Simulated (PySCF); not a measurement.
Compound: Si2H6.
SMILES with atom numbers: `[SiH3:1][SiH3:2]` (hydrogens: H3, H4, H5 on Si1; H6, H7, H8 on Si2)

A GFN2-xTB structure was refined with PBE0-D3(BJ)/def2-SVP geometry optimisation, gas phase in PySCF 2.14.0. Its GFN2-xTB values:

```json
{"coordinate": "Si1–Si2", "GFN2-xTB": "2.222 Å"}
{"coordinate": "Si1–H3", "GFN2-xTB": "1.513 Å"}
{"coordinate": "Si2–Si1–H3", "GFN2-xTB": "117.1°"}
{"coordinate": "Si2–Si1–H4", "GFN2-xTB": "109.4°"}
{"coordinate": "H3–Si1–H4", "GFN2-xTB": "102.7°"}
```

Q: How do these coordinates change at the PBE0-D3(BJ)/def2-SVP level?

A: 
```csv
coordinate,PBE0-D3(BJ)/def2-SVP (Å or °),change
Si1–Si2,2.344,+0.122
Si1–H3,1.496,-0.017
Si2–Si1–H3,110.0,-7.1
H3–Si1–H4,108.7,+6.0
Si2–Si1–H4,110.6,+1.2
```

The energy falls by 6.2 kcal/mol over 10 energy and gradient evaluations, the largest force component goes from 0.0393 to 4.0e-04 Eh/bohr, and the atoms move by 0.143 Å rms after alignment. The bond that changes most is Si1–Si2 (both ends SiH3 silicon), which lengthens by 0.122 Å. Bonds longer at the end by more than 0.005 Å: 3 of 7; shorter: 3. Among the dihedrals that turn most is H3–Si1–Si2–H6, from -75° to -60°. Rotational constants go from 45318, 5462, 5459 to 42415, 5052, 5052 MHz.

The run used 66 basis functions and 49 SCF cycles in all.

No frequency check.
